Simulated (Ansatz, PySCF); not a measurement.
## Zinc-blende AlP: bulk modulus by level of theory

No measured value is used here.

```tsv
level (code)	value (GPa)	cell (Å³/atom)
PBE (Ansatz)	82.6	20.88
HSE06 (Ansatz)	…	20.52
Hartree–Fock (PySCF)	95.5 ± 3	21.22
MP2 (PySCF)	97.0 ± 3	20.14
```

Problem. Some entries are withheld; supply them.

Solution. 
- HSE06 (Ansatz, a quantum-chemistry and plane-wave program), value (GPa): 90.8

A ± on a computed value is a rough bar: the spread of its extrapolation, a floor set from checks against published values, or a statistical error. Each level is taken at its own relaxed cell. Cutoffs and k meshes differ between the levels. Ansatz's density-functional and Hartree–Fock values are scalar-relativistic unless marked +SOC, with PAW data made under PBE.
